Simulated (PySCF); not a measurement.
# Shapes and spin states of SF(OH)

All numbers come from PBE0/[S def2-TZVP, F def2-TZVP, O def2-TZVP, H def2-TZVP], no relativity, density fitting, PySCF.

Relaxations began from a few typed shapes and spin states; open shells are unrestricted. The search is not exhaustive: other isomers or separated fragments can lie lower, and high-lying points may rest on an excited occupation.

```tsv
spin	group	bonds	angles	imaginary modes (cm⁻¹)	ΔE (kJ/mol)	ΔE with ZPE (kJ/mol)
singlet	C1	O–H 0.966 Å, S–F 1.615 Å, S–O 1.611 Å	F–S–O 101.3°, H–O–S 109.5°	none	0.0	0.0
triplet	Cs	O–H 0.967 Å, S–F 1.707 Å, S–O 1.680 Å	F–S–O 156.0°, H–O–S 113.7°	none	147.8	142.4
singlet	Cs	O–H 0.971 Å, S–F 1.718 Å, S–O 1.658 Å	F–S–O 178.9°, H–O–S 111.7°	432i	243.1	–
```

The lowest minimum found is the singlet C1: O–H 0.966 Å, S–F 1.615 Å, S–O 1.611 Å; F–S–O 101.3°, H–O–S 109.5°.
